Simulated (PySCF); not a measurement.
Molecule: SMILES C(OC)(F)F, C$_{2}$H$_{4}$F$_{2}$O.

Bonds (- single, = double, # triple, : aromatic): C1-O2, O2-C3, C3-F4, C3-F5. C1 carries H6, H7, H8; C3 carries H9.

Frames of a GFN2-xTB Langevin trajectory at 600 K; GIAO PBE0/pcSseg-1 shieldings in PySCF 2.14.0 with density-fitted response routines, gas phase, non-relativistic; equivalent atoms averaged within each frame.

Chemical shifts δ = σref − σ; $^{13}$C (186.93 ppm), $^{1}$H (31.72 ppm) vs TMS; $^{17}$O (336.08 ppm) vs H2O; CFCl3 for $^{19}$F (170.95 ppm), all at this level. The references are static minima.

Question: How do the shifts (ppm) fluctuate along the trajectory?

Answer: 
```
         time (fs)     C3    C1     O2   F4/F5    H9  H6/H7/H8
optimised geometry  126.4  56.1   89.6  -101.9  6.19      3.75
               250  127.2  60.1   82.2   -77.8  5.44      4.13
               425  122.7  57.5   91.0  -100.1  5.53      4.29
               625  138.8  49.8  109.9   -88.2  7.75      3.96
               800  125.1  57.0   97.4  -112.3  6.43      4.21
              1000  129.9  49.4   81.7   -68.6  6.08      3.31
    mean of frames  128.7  54.8   92.4   -89.4  6.24      3.98
standard deviation    6.2   4.9   11.8    17.4  0.93      0.39
```

5 frames give an uncertainty of the mean of about the standard deviation over 2.2 at best, since frames this close in time may not be independent; classical motion lacks zero-point vibration, and the reference would need the same averaging.
